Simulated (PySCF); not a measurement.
## Molecular orbitals of O2

BP86 at R = 1.191 Å; PySCF, no relativity, basis sets O def2-SVP. State: ³Σg⁻ (triplet), unpaired electrons π ↑↑. Only the outer orbitals are listed.

| spin | orbital | occ. | ε (eV) | main shells (%) |
| --- | --- | --- | --- | --- |
| α | σg | 1 | -32.88 | 80 s, 19 p |
| α | σu | 1 | -19.63 | 89 s, 11 p |
| α | πu | 1 | -13.55 | 99 p |
| α | πu | 1 | -13.55 | 99 p |
| α | σg | 1 | -13.31 | 77 p, 22 s |
| α | πg | 1 | -6.46 | 100 p |
| α | πg | 1 | -6.46 | 100 p |
| α | σu | 0 | 5.02 | 94 p |
| α | σg | 0 | 18.17 | 96 s |
| α | πu | 0 | 20.56 | 100 p |
| β | σg | 1 | -31.75 | 78 s, 21 p |
| β | σu | 1 | -17.93 | 87 s, 13 p |
| β | σg | 1 | -12.40 | 75 p, 25 s |
| β | πu | 1 | -11.69 | 99 p |
| β | πu | 1 | -11.69 | 99 p |
| β | πg | 0 | -4.17 | 100 p |
| β | πg | 0 | -4.17 | 100 p |
| β | σu | 0 | 6.09 | 91 p |

Problem. Which are the highest filled and the lowest empty level, where do they sit, and how wide is the gap?

Solution. Highest filled α πg at -6.46 eV (in %: 100 p); lowest empty β πg at -4.17 eV (in %: 100 p); the gap at BP86 is 2.29 eV. Both belong to one degenerate shell, split only by its one-sided filling, so this is no excitation gap.

```json
{
 "bond order (Mayer)": "1.84",
 "⟨S²⟩": "2.003"
}
```

The state is the lowest determinant that a PBE0 search found; another state may lie lower at other levels.
